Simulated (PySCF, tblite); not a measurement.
Isomers of C3H2FOP, one GFN2-xTB conformer each. Single-point energies are computed at PBE0/pcSseg-1 (PySCF, gas phase, no added dispersion term), electronic only.

```json
{"SMILES": "Fc1cocp1", "GFN2-xTB relative energy (kcal/mol)": "2.5"}
{"SMILES": "Fc1cpco1", "GFN2-xTB relative energy (kcal/mol)": "0.0"}
```

Q: What does PBE0/pcSseg-1 give for the same structures?

A: 
```tsv
SMILES	PBE0/pcSseg-1 E (Eh)	PBE0/pcSseg-1 (kcal/mol)	GFN2-xTB (kcal/mol)	point group
Fc1cpco1	-631.42132	0.0	0.0	Cs
Fc1cocp1	-631.41071	6.7	2.5	Cs
```

Both levels put the same isomer lowest. 

Q: Which frontier levels, dipoles and rotational constants go with these structures?

A: 
```tsv
SMILES	HOMO (eV, PBE0/pcSseg-1)	LUMO (eV)	dipole (D)	A, B, C (MHz)
Fc1cpco1	-7.08	-1.18	0.42	7658, 2507, 1889
Fc1cocp1	-7.28	-1.21	1.60	5138, 3235, 1985
```

Q: What happens when harmonic zero-point energies from GFN2-xTB frequencies are added?

A: 
| SMILES | ZPE (kcal/mol) | electronic (kcal/mol) | with ZPE (kcal/mol) |
| --- | --- | --- | --- |
| Fc1cpco1 | 28.2 | 0.0 | 0.0 |
| Fc1cocp1 | 28.2 | 6.7 | 6.7 |

The zero-point energies span 0.0 kcal/mol. The order is unchanged.
